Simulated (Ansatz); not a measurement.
**[SiH3···H···Br], doublet along the distance Si1-H5**

Starting geometry:

```xyz
6

Si   -2.4509    0.0000    0.0000
H    -2.9457    1.3997    0.0000
H    -2.9457   -0.6999    1.2122
H    -2.9457   -0.6999   -1.2122
H    -0.9663    0.0000    0.0000
Br    0.9851    0.0000    0.0000
```

From there H5 is moved from one fragment to the other while all else, the fragments' distance too, stays fixed; atoms are numbered as listed. Energies are in kcal/mol, counted from the starting geometry at the same level.

Basis cc-pVDZ; Ansatz 0.2.0. Correlated methods freeze the noble-gas cores and the filled d shells of p-block atoms. R marks a restricted (for open shells ROHF) determinant, U an unrestricted one. No spin–orbit coupling is included, and no scalar relativity.

Full CI isn't at hand for all of this; UCCSDT(Q) serves as the reference, and is uncertain by about the last step of the cluster series. The frozen core follows each run's orbitals, which can shift R against U totals by a few meV for light atoms and by up to 0.1 eV past Ca.

```csv
distance Si1-H5 (Å),UCCSDT(Q),error RHF,error UMP2,error UCCSD(T),error BCCD(T),error RCCSDT,error UCCSDT
1.485,0.0,0.0,0.0,0.0,0.0,0.0,0.0
1.545,-0.1,1.4,0.1,0.0,0.0,0.0,0.0
1.665,1.6,4.6,0.1,0.1,0.1,0.0,0.0
1.786,3.1,6.5,-0.1,0.1,0.1,0.0,0.1
1.906,3.7,5.2,-0.8,0.1,0.1,0.0,0.1
```

Errors are those of relative energies. In total energy the starting point itself misses UCCSDT(Q) by: RHF 171.0, UMP2 30.9, UCCSD(T) 0.7, BCCD(T) 0.7, RCCSDT 0.2, UCCSDT 0.2 kcal/mol.

Spread of the error over the points with a reference, to 1.906 Å (largest less smallest): RCCSDT 0.0, UCCSDT 0.1, BCCD(T) 0.1, UCCSD(T) 0.1, UMP2 0.9, RHF 6.5 kcal/mol.
